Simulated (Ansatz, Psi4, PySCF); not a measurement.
System: sulfur dioxide, SO2, net charge 0, singlet state. SMILES: O=S=O
Coordinates optimised at B3LYP-D3(BJ)/def2-TZVP (Ansatz, a first-principles code):
```xyz
3

S     -0.0171     0.0041     0.3653
O      0.0256     1.2345    -0.3789
O      0.0086    -1.2427    -0.3517
```
Charge 0, spin multiplicity 1.

Quantity: vertical triplet-singlet gap, E(triplet) - E(singlet), in eV. Set-up: six Cartesian d functions in 6-31G* and its kin unless marked 5d; 6-311+G** with 5d, 6d on Na to Ar in Ansatz; no spin-orbit coupling; each state is the SCF solution reached for its charge and spin; dispersion terms only where a functional's name holds one; frozen cores in correlated levels; non-relativistic; UHF or UKS for open shells. First-principles rows: single points at B3LYP-D3(BJ) geometries (Ansatz). The Hartree-Fock reference of O=S=O is unstable towards a lower, spin-broken solution. Levels can end on unlike triplets.

```csv
level,program,"vertical triplet-singlet gap, E(triplet) - E(singlet) (eV)"
HF/6-31G*,Ansatz,2.35
HF/6-311+G**,Ansatz,2.23
PBE/6-31G*,Ansatz,3.15
PBE/6-311+G**,Ansatz,3.11
B3LYP/STO-3G,Ansatz,1.74
B3LYP/3-21G,Ansatz,2.52
B3LYP/6-31G*,Ansatz,3.11
B3LYP/6-311+G**,Ansatz,3.08
M06-2X/6-31G* (5d),PySCF,3.24
wB97X-D/6-31G*,Psi4,3.17
MP2/6-31G*,Ansatz,5.07
MP2/6-311+G**,Ansatz,5.01
wB97X-V/def2-TZVPD,Ansatz,3.24
```

No value to compare with is used here. The 12 habitual levels span 1.74 (B3LYP/STO-3G) to 5.07 eV (MP2/6-31G*); wB97X-V/def2-TZVPD gives 3.24.

The levels are drawn from those run, B3LYP/6-31G* more often than the rest, none by its result; runs whose electronic state is in doubt are left out.
